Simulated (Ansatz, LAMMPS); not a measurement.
**Ladder of methods for the dielectric constant ε0 (ions relaxed) of wurtzite CdSe**

Reference value: 9.6 (measured, 300 K, no zero-point or thermal correction, mean of the two values across and the one along c; as tabulated in D. W. Palmer, www.semiconductors.co.uk (2008)).

```tsv
level (code)	value	cell (Å³/atom)	difference (%)
ionic model fan2014 (rigid ions, LAMMPS)	1.38	28.00	-86
ionic model grunwald2012 (rigid ions, LAMMPS)	2.18	28.86	-77
r²SCAN (Ansatz)	9.48	28.19	-1.2
```

Of the ranked levels r²SCAN (-1.2 %) comes nearest. Farthest off among them: ionic model fan2014 (-86 %). Of the ranked levels only r²SCAN lands within 10 %.

The measured value isn't corrected to a static lattice, so vibrations enter the comparison. For crystals that are not cubic the mean over three axes is given.  Rigid ions have no electronic screening (ε∞ = 1). Values are at the level's own equilibrium cell; r²SCAN at the measured cell. Ansatz's density-functional and Hartree–Fock values are scalar-relativistic unless marked +SOC, with PAW data made under PBE.

Empirical potentials (ionic model fan2014, ionic model grunwald2012) are fitted to chosen data: where that held the value shown, agreement is built in, and what lay outside the fit can be far off.

Differences are worked out from the printed values.

Ansatz is a first-principles code.
